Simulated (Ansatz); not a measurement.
**C₃H₇NS: up Jacob's ladder to CCSD(T)**

The task here is to estimate one member of a computed series from the others.

The runs use Ansatz 0.2.0, Gaussian basis; functionals in def2-TZVPP, the program's frozen cores in correlated methods.

Levels to be run: PBE-D4, r2SCAN-D4, PBE0-D4, B3LYP-D4, ωB97X-V, ωB97M-V, B2PLYP; CCSD(T)/def2-TZVPP; MP2/def2-QZVPP; extrapolation to the limit.

### Structure used throughout

The geometry comes from an earlier relaxation with PBE0-D4 in a triple-zeta def2 set; it is a stationary point, not always the lowest conformer.

12 atoms, charge 0, spin multiplicity 1.

Atoms are counted from 1 here; the program's logs count them from 0.

Bond lengths: C1–N2 1.438 Å, C1–H6 1.093 Å, C1–H7 1.104 Å, C1–H8 1.093 Å, N2–C3 1.455 Å, N2–C5 1.455 Å, C3–S4 1.826 Å, C3–H9 1.092 Å, C3–H10 1.100 Å, S4–C5 1.826 Å, C5–H11 1.100 Å, C5–H12 1.092 Å. Angles: N2–C1–H6 109.7°, N2–C1–H7 113.0°, N2–C1–H8 109.7°, H6–C1–H7 108.3°, H6–C1–H8 107.7°, H7–C1–H8 108.3°, C1–N2–C3 116.7°, C1–N2–C5 116.7°, C3–N2–C5 98.1°, N2–C3–S4 91.6°, N2–C3–H9 114.7°, N2–C3–H10 113.7°, S4–C3–H9 114.7°, S4–C3–H10 111.4°, H9–C3–H10 109.8°, C3–S4–C5 74.0°, N2–C5–S4 91.6°, N2–C5–H11 113.7° and more.

Set-up of the first run:

The input, in.yaml:

```yaml
crystal:
  periodic: [false, false, false]
  atoms:
    - {symbol: C, position_ang: [-1.129217, 0.498714, 0.642729]}
    - {symbol: N, position_ang: [0.051929, -0.287989, 0.411279]}
    - {symbol: C, position_ang: [1.284920, 0.442345, 0.161989]}
    - {symbol: S, position_ang: [1.841017, -0.807884, -1.047045]}
    - {symbol: C, position_ang: [0.060807, -1.117218, -0.783749]}
    - {symbol: H, position_ang: [-1.987498, -0.160890, 0.790868]}
    - {symbol: H, position_ang: [-1.359165, 1.186049, -0.190490]}
    - {symbol: H, position_ang: [-1.004523, 1.090973, 1.552328]}
    - {symbol: H, position_ang: [1.933067, 0.553977, 1.033951]}
    - {symbol: H, position_ang: [1.130024, 1.421879, -0.315077]}
    - {symbol: H, position_ang: [-0.544109, -0.710949, -1.608424]}
    - {symbol: H, position_ang: [-0.200353, -2.164106, -0.614358]}
basis:
  gaussian: {orbitals: def2-TZVPP}
hamiltonian: {xc: pbe, dispersion: d4}
output: {forces: true, orbitals: {seedname: orbitals}}
```

Run with:

```sh
ansatz run in.yaml --threads 4 --pin off --events-out ev --progress --plain --max-ram 10444MiB
```

Among the steps run: PBE-D4 (GGA); r2SCAN-D4 (meta-GGA); PBE0-D4 (hybrid); B3LYP-D4 (hybrid); ωB97X-V (range-separated); ωB97M-V (range-separated); B2PLYP (double hybrid); CCSD(T) in def2-TZVPP; MP2 in def2-QZVPP.

One table of the session follows, with a row left open; its other results are not shown here.

| method | atomisation energy (kcal/mol) |
| --- | --- |
| PBE-D4 | 1106.8 |
| r2SCAN-D4 | 1075.1 |
| PBE0-D4 | 1085.9 |
| B3LYP-D4 | 1075.5 |
| ωB97X-V | 1080.6 |
| ωB97M-V | 1080.7 |
| B2PLYP | 1061.9 |
| HF/def2-TZVPP | 755.8 |
| MP2/def2-TZVPP | 1060.0 |
| CCSD/def2-TZVPP | 1025.6 |
| CCSD(T)/def2-TZVPP | 1043.8 |
| MP2/CBS | ? |
| CCSD(T)/CBS | 1073.1 |

Estimate the missing values for MP2/CBS.

**Answer.** atomisation energy (kcal/mol): 1089.3. In the column «atomisation energy (kcal/mol)» it lies between PBE0-D4 (1085.9) and PBE-D4 (1106.8).
